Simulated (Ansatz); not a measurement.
# CH₇AlSi: one species, many methods

The task here is to estimate one member of a computed series from the others.

The runs use Ansatz 0.2.0, Gaussian basis; functionals in def2-TZVPP, the program's frozen cores in correlated methods.

Plan: LDA (SPW92), PBE-D4, revPBE-D4, BLYP-D4, r2SCAN-D4, B97M-V, PBE0-D4, B3LYP-D4, r2SCANh-D4, r2SCAN0-D4, HSE06-D4, BHLYP-D4, CAM-B3LYP-D4, LC-ωPBE, ωB97X-V, ωB97M-V, B2PLYP, PBE-QIDH; CCSD(T)/def2-SVP; CCSD(T)/def2-TZVPP; MP2/def2-QZVPP; extrapolation to the limit; RPA on PBE.

1 further run of the same task is left out (it didn't finish).

## Structure used throughout

All runs share one geometry, relaxed beforehand with PBE0-D4 in a triple-zeta def2 set.

SMILES `[CH3][AlH][SiH3]`, 10 atoms, charge 0, spin multiplicity 1.

Atoms are counted from 1 here; the program's logs count them from 0.

Bond lengths: C1–Al2 1.953 Å, C1–H4 1.096 Å, C1–H5 1.092 Å, C1–H6 1.096 Å, Al2–Si3 2.461 Å, Al2–H7 1.593 Å, Si3–H8 1.494 Å, Si3–H9 1.494 Å, Si3–H10 1.490 Å. Angles: Al2–C1–H4 110.5°, Al2–C1–H5 113.7°, Al2–C1–H6 110.2°, H4–C1–H5 108.0°, H4–C1–H6 106.2°, H5–C1–H6 107.9°, C1–Al2–Si3 120.6°, C1–Al2–H7 118.9°, Si3–Al2–H7 120.4°, Al2–Si3–H8 110.9°, Al2–Si3–H9 110.7°, Al2–Si3–H10 114.1°, H8–Si3–H9 106.3°, H8–Si3–H10 107.2°, H9–Si3–H10 107.2°.

As a file:

```xyz
10

C    -1.42845    0.96715   -0.79241
Al    0.40907    0.30945   -0.72092
Si    1.16166   -1.10731    1.14540
H    -1.90921    0.65934   -1.72748
H    -2.05065    0.62412    0.03663
H    -1.43802    2.06298   -0.79039
H     1.41690    0.70921   -1.88774
H     0.33488   -2.34762    1.24101
H     1.00020   -0.39503    2.44850
H     2.58662   -1.53360    1.05037
```

The first run:

Contents of in.yaml:

```yaml
crystal:
  periodic: [false, false, false]
  atoms:
    - {symbol: C, position_ang: [-1.428446, 0.967154, -0.792407]}
    - {symbol: Al, position_ang: [0.409065, 0.309455, -0.720919]}
    - {symbol: Si, position_ang: [1.161657, -1.107311, 1.145404]}
    - {symbol: H, position_ang: [-1.909213, 0.659339, -1.727475]}
    - {symbol: H, position_ang: [-2.050649, 0.624124, 0.036631]}
    - {symbol: H, position_ang: [-1.438018, 2.062980, -0.790387]}
    - {symbol: H, position_ang: [1.416903, 0.709211, -1.887736]}
    - {symbol: H, position_ang: [0.334884, -2.347617, 1.241011]}
    - {symbol: H, position_ang: [1.000200, -0.395030, 2.448503]}
    - {symbol: H, position_ang: [2.586617, -1.533604, 1.050372]}
basis:
  gaussian: {orbitals: def2-TZVPP}
hamiltonian: {xc: lda}
output: {orbitals: {seedname: orbitals}}
```

Among the steps run: LDA; PBE-D4 (GGA); revPBE-D4 (GGA); BLYP-D4 (GGA); r2SCAN-D4 (meta-GGA); B97M-V (meta-GGA); PBE0-D4 (hybrid); B3LYP-D4 (hybrid); r2SCANh-D4 (hybrid); r2SCAN0-D4 (hybrid); HSE06-D4 (hybrid); BHLYP-D4 (hybrid); CAM-B3LYP-D4 (range-separated); LC-ωPBE-D4 (range-separated; the results give it without D4); ωB97X-V (range-separated); ωB97M-V (range-separated); B2PLYP (double hybrid); PBE-QIDH (double hybrid).

One of the session's tables, all rows but one given; the rest of the session is left out.

It belongs to the step «Frontier levels by functional». 

| functional | HOMO (eV) | LUMO (eV) | gap (eV) |
| --- | --- | --- | --- |
| LDA (SPW92) | ? | ? | ? |
| PBE-D4 | -6.27 | -2.50 | 3.77 |
| revPBE-D4 | -6.24 | -2.40 | 3.84 |
| BLYP-D4 | -6.13 | -2.37 | 3.76 |
| r2SCAN-D4 | -6.51 | -2.24 | 4.26 |
| B97M-V | -6.59 | -2.46 | 4.13 |
| PBE0-D4 | -7.35 | -1.74 | 5.61 |
| B3LYP-D4 | -7.16 | -1.93 | 5.23 |
| r2SCANh-D4 | -6.90 | -1.99 | 4.92 |
| r2SCAN0-D4 | -7.50 | -1.60 | 5.89 |
| HSE06-D4 | -6.95 | -2.11 | 4.85 |
| BHLYP-D4 | -8.33 | -0.95 | 7.38 |
| CAM-B3LYP-D4 | -8.61 | -0.78 | 7.83 |
| LC-ωPBE | -9.92 | 0.29 | 10.21 |
| ωB97X-V | -9.60 | 0.17 | 9.76 |
| ωB97M-V | -9.35 | -0.12 | 9.23 |

Q: Estimate the row for LDA (SPW92) from the others.

**Answer.** HOMO (eV): -6.34; LUMO (eV): -2.70; gap (eV): 3.64. In the column «HOMO (eV)» it lies between r2SCAN-D4 (-6.51) and PBE-D4 (-6.27).
